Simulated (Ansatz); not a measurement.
**B–NH$_{2}$, singlet: vertical spin and charge gaps**

Geometry (PBE0/def2-TZVP stationary point for this spin, not checked as a minimum):

```xyz
4

B     0.0000    0.0000    0.8600
N     0.0000    0.0000   -0.5115
H     0.0000    0.8509   -1.0580
H     0.0000   -0.8509   -1.0580
```

Basis 6-31G; Ansatz 0.2.0. Only valence electrons are correlated (noble-gas cores frozen). R marks a restricted (for open shells ROHF) determinant. Active spaces: valence = (10e, 10o) chosen from the atoms' valence shells.

Gaps are energies of the second state less the first, at fixed atoms, for a selection of the levels run; each method lands on the state that its own search finds for that charge and spin.

Removing an electron, to the doublet: 8.137 eV at full CI (singlet A1, doublet ion A1, in C2v).

Large singles or doubles amplitudes warn of static correlation in the B–NH2 singlet.

```json
{"level": "RHF", "gap (eV)": "7.596", "error (meV)": "-541"}
{"level": "RMP2", "gap (eV)": "7.915", "error (meV)": "-222"}
{"level": "CISD", "gap (eV)": "8.024", "error (meV)": "-113"}
{"level": "RCCSD", "gap (eV)": "8.143", "error (meV)": "6"}
{"level": "RCCSD(T)", "gap (eV)": "8.135", "error (meV)": "-2"}
{"level": "BCCD(T)", "gap (eV)": "8.140", "error (meV)": "3"}
{"level": "RCCSDT", "gap (eV)": "8.132", "error (meV)": "-5"}
{"level": "CISDTQ", "gap (eV)": "8.126", "error (meV)": "-11"}
{"level": "RCCSDT(Q)", "gap (eV)": "8.136", "error (meV)": "-1"}
{"level": "RCCSDTQ", "gap (eV)": "8.136", "error (meV)": "-1"}
{"level": "CASSCF (valence space)", "gap (eV)": "7.667", "error (meV)": "-470"}
{"level": "NEVPT2 (valence space)", "gap (eV)": "7.925", "error (meV)": "-212"}
{"level": "MRCISD (valence space)", "gap (eV)": "8.086", "error (meV)": "-51"}
{"level": "MRCISD+Q (valence space)", "gap (eV)": "8.107", "error (meV)": "-30"}
{"level": "PBE", "gap (eV)": "8.458", "error (meV)": "321"}
{"level": "PBE0", "gap (eV)": "8.502", "error (meV)": "365"}
{"level": "B3LYP", "gap (eV)": "8.632", "error (meV)": "495"}
{"level": "wB97M-V", "gap (eV)": "8.703", "error (meV)": "566"}
{"level": "RPA-PBE", "gap (eV)": "8.416", "error (meV)": "279"}
```

Triplet less singlet: 1.671 eV at full CI (singlet A1, triplet B2, in C2v).

Large singles or doubles amplitudes warn of static correlation in the B–NH2 singlet.

```json
{"level": "RHF", "gap (eV)": "1.057", "error (meV)": "-614"}
{"level": "RMP2", "gap (eV)": "1.448", "error (meV)": "-223"}
{"level": "RCCSD", "gap (eV)": "1.645", "error (meV)": "-26"}
{"level": "RCCSDT", "gap (eV)": "1.666", "error (meV)": "-5"}
{"level": "RCCSDTQ", "gap (eV)": "1.671", "error (meV)": "0"}
{"level": "NEVPT2 (valence space)", "gap (eV)": "1.549", "error (meV)": "-122"}
{"level": "MRCISD (valence space)", "gap (eV)": "1.635", "error (meV)": "-36"}
{"level": "MRCISD+Q (valence space)", "gap (eV)": "1.646", "error (meV)": "-25"}
{"level": "B3LYP", "gap (eV)": "1.796", "error (meV)": "125"}
{"level": "wB97M-V", "gap (eV)": "2.091", "error (meV)": "420"}
```

In so small a basis the reference is far from its limit while semilocal and hybrid functionals are nearer theirs (RPA and double hybrids share much of the reference's basis error), so the functionals' errors here hold much of the reference's basis and frozen-core error, which can add to them or hide them.

Full CI is exact within this basis and frozen core; it isn't the basis-set limit.
